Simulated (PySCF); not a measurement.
Gas-phase reaction: AlH3.NH3 → AlH + 5 H + N

Method: PySCF energies (xtb for GFN2) plus ideal-gas RRHO corrections (1 bar). † marks an energy on the PBE0/def2-TZVP geometry and frequencies; other levels use their own. MP2 freezes the core. 6-31G* has spherical d functions here. Open shells (unrestricted): H (multiplicity 2), N (multiplicity 4); the rest are closed-shell singlets. GFN2 has no spin-polarisation term. B3LYP is the form with VWN-RPA correlation. Adducts (AlH3.NH3) have no counterpoise correction, and HF, PBE, BLYP, B3LYP and PBE0 lack dispersion. AlH3.NH3: computed as isolated molecules; such fragments, hydroxides, amides, oligomers or adducts are transient or little studied in the gas. MP2 isn't extrapolated to the basis-set limit; its ΔH°(298 K) is 1715.2 kJ in def2-SVP and 1785.1 kJ in def2-TZVPP. The harmonic model lacks anharmonicity and excited electronic states, which grow with temperature; levels with a mode under 35 cm⁻¹ are left out.

```
level              ΔE electronic, kJ  ΔH°(298 K), kJ  ΔS°(298 K), J/K  ΔG°(1400 K), kJ
-----------------  -----------------  --------------  ---------------  ---------------
B3LYP/6-31G*                    1931            1816              645              860
B3LYP/def2-TZVP†                1946            1832              645              876
GFN2-xTB                        2621            2518              634             1584
HF/def2-TZVP†                   1426            1312              645              356
MP2/def2-SVP†                   1830            1715              645              759
MP2/def2-TZVPP†                 1899            1785              645              829
PBE/def2-TZVP†                  1937            1822              645              866
PBE0/def2-QZVP†                 1930            1815              645              859
r2SCAN/def2-TZVP†               1947            1833              645              877
```
ΔH° is lowest at HF/def2-TZVP† and highest at GFN2-xTB. No reference value is set beside these.
